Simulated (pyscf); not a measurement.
Single points on ωB97X-D3(BJ)/def2-SVP structures (PySCF, gas phase).

Task: Estimate by transition-state theory the rate constant of SiH₄ (SMILES [SiH4]) + H₃Si–Te• (SMILES [SiH3][Te]) → H₃Si–Te–SiH₃ (SMILES [SiH3][Te][SiH3]) + H• (SMILES [H]) (doublet surface; H–Si broken, Si–Te formed) at 1200 K, with ωB97M-D3(BJ)/def2-TZVP energies (ideal gas, 1 atm, RRHO with modes under 100 cm⁻¹ raised to 100, one conformer, R ln 2 for chiral ones without a mode under 150 cm⁻¹; no tunnelling).

Result: The electronic barrier is 31.5 kcal/mol and the thermal terms add +28.0, so ΔG‡ = 59.5 kcal/mol. With k_BT/h = 2.50e+13 s⁻¹ and RT = 2.385 kcal/mol, and a volume of 1.64e-19 cm³ per molecule at 1 atm, k = 6.0e-17 cm³ molecule⁻¹ s⁻¹. Wigner's tunnelling factor for 590i cm⁻¹ would be 1.02. A shift of 1 kcal/mol in the barrier changes k by a factor 1.5. One saddle was located; it need not be the lowest between these sides. The angle at the attacked Si is 178°. Elements past Kr carry the def2 core potentials, without spin-orbit coupling.
